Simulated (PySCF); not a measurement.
Gas-phase reaction: 4 SiH3 + 5 N ⇌ 2 SiH2(NH2)2 + Si2N

Method: PySCF energies plus ideal-gas RRHO corrections (1 bar). † marks an energy on the PBE0/def2-TZVP geometry and frequencies; other levels use their own. 6-31G* has spherical d functions here. Open shells (unrestricted): SiH3 (multiplicity 2), N (multiplicity 4), Si2N (multiplicity 2); the rest are closed-shell singlets. Spin-orbit splitting is ignored; it lowers the true energy and changes the entropy of Si2N. B3LYP is the form with VWN-RPA correlation. SiH2(NH2)2: computed as isolated molecules; such fragments, hydroxides, amides, oligomers or adducts are transient or little studied in the gas.

| level | ΔH°(298 K), kJ |
|---|---|
| B3LYP/6-31G* | … |
| BLYP/def2-TZVP† | … |
| M06-2X/def2-TZVP† | -3052 |
| PBE/def2-SVP | … |
| PBE0/def2-QZVP† | … |
| r2SCAN/def2-TZVP† | -2941 |
| LDA/def2-TZVP† | -3685 |
| ωB97X-V/def2-TZVP† | -3041 |

### Question
What belongs in the gaps?

### Answer

- B3LYP/6-31G*, ΔH°(298 K), kJ: -2874
- BLYP/def2-TZVP†, ΔH°(298 K), kJ: -3084
- PBE/def2-SVP, ΔH°(298 K), kJ: -3138
- PBE0/def2-QZVP†, ΔH°(298 K), kJ: -3042
